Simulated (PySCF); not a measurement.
A run for PySCF: R-B3LYP/6-31G* on C2H4 (SMILES C=C).

```python
from pyscf import gto, scf, dft, mp
from pyscf.data.elements import chemcore

mol = gto.M(
    atom='''
    H    -0.00000000    1.23344948    2.82931792
    H     0.00000000    1.22547148    0.97776199
    H    -0.00000000   -1.22547148    0.97776199
    H    -0.00000000   -1.23344948    2.82931792
    C    -0.00000000   -0.66711698    1.90601042
    C    -0.00000000    0.66711698    1.90601042
    ''',
    basis='6-31g*',
    cart=True,
    charge=0, spin=0, verbose=3, max_memory=1800)
mf = dft.RKS(mol, xc='b3lyp')
mf.conv_tol = 1e-8
mf.max_cycle = 100
mf.kernel()
if not mf.converged:
    mf = mf.newton().run(mf.mo_coeff, mf.mo_occ)
```

It printed:

```
converged SCF energy = -78.5873360371114
```

The calculation finished and met its thresholds.

Cost: around 0.9 core-seconds (rough).
